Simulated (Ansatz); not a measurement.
We consider trigonal Se, described by PBEsol (plane waves, PAW; Ansatz, a first-principles code).

Run with plane-wave cutoff 520 eV, 12×12×8 k mesh (along the axes of the cell as run), perturbation theory, scalar-relativistic PAW data made under PBE.

The cell has the measured lattice parameters. Conventional cell: a = 4.3660 Å, b = 4.3660 Å, c = 4.9540 Å, α = 90.00°, β = 90.00°, γ = 120.00°.

Harmonic phonon frequencies (cm⁻¹; i marks an imaginary mode):

```
q point                      frequencies
-------  -------------------------------
Γ          0 0 0 102 133 133 218 218 219
M        29 40 52 66 125 128 208 213 240
K        30 30 39 69 125 125 210 210 249
```

No imaginary mode appears at these points.

Note: the run warned that the k mesh is coarse for the response to a field; the cell isn't this level's own, so it is under some stress, which shifts stiffness and frequencies.
